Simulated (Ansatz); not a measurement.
A run of Ansatz (development build ahead of 0.2.0) on singlet C3H8 at this shape:

```json
{"atom": "C", "x (Å)": "0.0000", "y (Å)": "0.0000", "z (Å)": "0.5877"}
{"atom": "C", "x (Å)": "0.0000", "y (Å)": "1.2669", "z (Å)": "-0.2602"}
{"atom": "C", "x (Å)": "0.0000", "y (Å)": "-1.2669", "z (Å)": "-0.2602"}
{"atom": "H", "x (Å)": "-0.8769", "y (Å)": "0.0000", "z (Å)": "1.2447"}
{"atom": "H", "x (Å)": "0.8769", "y (Å)": "0.0000", "z (Å)": "1.2447"}
{"atom": "H", "x (Å)": "0.0000", "y (Å)": "2.1662", "z (Å)": "0.3621"}
{"atom": "H", "x (Å)": "0.0000", "y (Å)": "-2.1662", "z (Å)": "0.3621"}
{"atom": "H", "x (Å)": "0.8836", "y (Å)": "1.3042", "z (Å)": "-0.9044"}
{"atom": "H", "x (Å)": "-0.8836", "y (Å)": "1.3042", "z (Å)": "-0.9044"}
{"atom": "H", "x (Å)": "-0.8836", "y (Å)": "-1.3042", "z (Å)": "-0.9044"}
{"atom": "H", "x (Å)": "0.8836", "y (Å)": "-1.3042", "z (Å)": "-0.9044"}
```

Its results:

```json
{
 "Converged": "yes",
 "Total energy": "-119.00480 hartree",
 "Spin squared of the determinant": "0.000",
 "Stability test": "minimum among restricted orbitals"
}
```

Question: Which input gives this output? Name the method, the orbitals and the basis set, and write the input.

Answer: PBE (restricted) in pcseg-2. An unrestricted run that stays on the closed shell gives the same numbers.

```yaml
crystal:
  periodic: [false, false, false]
  atoms:
    - { symbol: C, position_ang: [0.0, 0.0, 0.5877] }
    - { symbol: C, position_ang: [0.0, 1.2669, -0.2602] }
    - { symbol: C, position_ang: [0.0, -1.2669, -0.2602] }
    - { symbol: H, position_ang: [-0.8769, 0.0, 1.2447] }
    - { symbol: H, position_ang: [0.8769, 0.0, 1.2447] }
    - { symbol: H, position_ang: [0.0, 2.1662, 0.3621] }
    - { symbol: H, position_ang: [0.0, -2.1662, 0.3621] }
    - { symbol: H, position_ang: [0.8836, 1.3042, -0.9044] }
    - { symbol: H, position_ang: [-0.8836, 1.3042, -0.9044] }
    - { symbol: H, position_ang: [-0.8836, -1.3042, -0.9044] }
    - { symbol: H, position_ang: [0.8836, -1.3042, -0.9044] }
basis:
  gaussian: { orbitals: pcseg-2 }
hamiltonian:
  xc: pbe
```
